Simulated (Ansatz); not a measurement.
This geometry of BClH4 (6 atoms, charge 0, multiplicity 1) is a first-order saddle point.

All numbers below come from RKS LDA/def2-SVPD (Ansatz 0.2.0).

```xyz
6
Properties=species:S:1:pos:R:3
B 0.037 -0.506 0.084
H -0.028 0.355 1.295
H 1.093 -0.011 -0.259
H -1.003 -0.039 -0.341
Cl 0.050 -2.301 0.333
H -0.020 -0.422 1.578
```

(1) Which two structures does it join? (They come from a converged band through this point; their orientation in space is the band's.)

(2) How far does it lie above each of them?

## Answers

(1) No bond is made or broken.  The two ends are copies of one structure, up to a mirror image or an exchange of like atoms.

Initial state:

```xyz
6
Properties=species:S:1:pos:R:3
B 0.032 -0.541 0.171
H -0.442 -0.009 1.341
H 1.089 -0.048 -0.193
H -0.923 0.064 -0.292
Cl -0.073 -2.333 0.278
H 0.445 -0.058 1.385
```

Final state:

```xyz
6
Properties=species:S:1:pos:R:3
B 0.032 -0.539 0.171
H 0.444 -0.058 1.387
H 1.091 -0.049 -0.194
H -0.924 0.063 -0.294
Cl -0.073 -2.332 0.277
H -0.442 -0.008 1.342
```

(2) 0.236 eV above the first and 0.236 eV above the second. This is the barrier of this one path; another mechanism may lie lower.

Run time: 81 s on 1 thread of Arm Neoverse V1, on a shared host, peak memory 0.12 GiB.
